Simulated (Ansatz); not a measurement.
**Which is lower?**

Two relaxed structures of C2H5O, doublet (PBE0-D4/def2-TZVP; forces vanish, vibrations not checked).

A:

C1  (-0.449, 0.594, -0.264)
C2  (0.393, -0.561, 0.240)
O3  (1.676, -0.263, 0.560)
H4  (-1.465, 0.263, -0.495)
H5  (-0.011, 1.018, -1.170)
H6  (-0.506, 1.382, 0.489)
H7  (0.422, -1.395, -0.489)
H8  (-0.061, -1.039, 1.130)
(Å)

B:

| atom | x (Å) | y (Å) | z (Å) |
| --- | --- | --- | --- |
| C1 | -0.3452 | 0.6084 | -0.1865 |
| C2 | 0.3900 | -0.5180 | 0.4284 |
| O3 | 1.6787 | -0.3302 | 0.8317 |
| H4 | -1.3265 | 0.2806 | -0.5334 |
| H5 | 0.1909 | 1.0125 | -1.0547 |
| H6 | -0.5024 | 1.4452 | 0.5136 |
| H7 | 2.0704 | 0.3799 | 0.3144 |
| H8 | -0.1155 | -1.2619 | 1.0315 |

Ansatz 0.2.0; basis: def2-TZVPP; cores frozen in the correlated methods; orbitals are unrestricted. B3LYP uses VWN-RPA correlation.

Problem. Which structure is lower at CCSD(T), and by how much? (An estimate is asked for; the value comes from the calculation.)

Solution. By the calculation: B, by 0.426 eV (electronic energy, against the other). By their contacts, A is C₂H₅O ([CH3][CH2][O]) and B is C₂H₅O ([CH3][CH][OH]).

Problem. Do the other methods give the same order? (Judge from chemistry; the calculation decides.)

Solution. The calculation gives: Not all: HF gives the other order.

| method | E(B) − E(A) (eV) |
| --- | --- |
| PBE-D4 | -0.434 |
| r2SCAN-D4 | -0.419 |
| PBE0-D4 | -0.407 |
| B3LYP-D4 | -0.375 |
| wB97M-V | -0.395 |
| HF | 0.010 |
| MP2 | -0.654 |
| CCSD | -0.390 |
| CCSD(T) | -0.426 |

The T1 diagnostic stays at or below 0.018. ⟨S²⟩ of the unrestricted Hartree–Fock references: 0.76 (a pure state has 0.75).

Labels in which every atom is bracketed show which atoms are joined, not bond orders.

For scale, one of the runs: CCSD(T)/def2-TZVPP, 163 basis functions, launched by `ansatz run in.yaml --threads 2 --pin off --events-out ev --progress --plain --max-ram 4352MiB`. Time: 100 s of wall clock on 2 CPU threads of an Arm Neoverse V1; the host was shared. Peak host memory: 3.3 GiB.
